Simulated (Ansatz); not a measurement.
`N1[SiH2]P1` → 4 H• + N• + P• + Si•  (atomization)

Computed with Ansatz on PBE0-D4/def2-TZVP structures; ΔE is electronic, products minus reactants. CBS: MP2 limit from def2 TZ/QZ plus the TZ coupled-cluster correction, frozen cores. This one scheme is used for every species, atoms too. Functionals use def2-TZVPP. No spin–orbit coupling; open shells (•) take unrestricted orbitals. Spin–orbit coupling would lower the free atoms: a little for Si.

CCSD(T)/CBS gives +21.47 eV.

Another level gave +21.40 eV. Which?
A. r2SCAN/def2-TZVPP
B. PBE0/def2-TZVPP
C. ωB97X-V/def2-TZVPP
D. ωB97M-V/def2-TZVPP

A. r2SCAN 21.40, PBE0 21.26, ωB97M-V 21.75, ωB97X-V 21.86 eV.

What do rigid-rotor, harmonic-oscillator terms from PBE0-D4/def2-TZVP frequencies (298.15 K, 1 bar) make of the CCSD(T)/CBS value? (Best estimate.)

The calculation gave: ΔZPE = -1.13 eV, ΔH = +20.64 eV, ΔS = 662 J/(mol·K), ΔG = +18.60 eV. Open shells count their whole term as degenerate.

Largest T1 diagnostic among the species: 0.015.

The D4 term adds +0.25 eV with B3LYP and +0.13 eV with PBE0; it sums over pairs of atoms, weighted by their polarisabilities, and B3LYP, whose exchange is more repulsive, gets the larger term. Leaving LDA and LC-ωPBE aside and taking each functional with its dispersion term where it has one, the values, not all of them listed here, spread over 0.98 eV, from BHLYP-D4 to PBE-D4. LDA lies +3.13 eV from PBE without D4, its usual overbinding. From r2SCAN to r2SCAN0 (25 % exact exchange), in def2-TZVPP and without D4, ΔE moves by −0.42 eV: exact exchange takes away binding that semilocal exchange gives to molecules.

B3LYP here is the variant with VWN-RPA as its local correlation; programs differ in this.

For atomizations the MP2-based limit and the directly extrapolated one differ by several kJ/mol either way, and by 10 to 25 for some Ge, Se and Sn compounds, so smaller differences from it don't rank the levels.
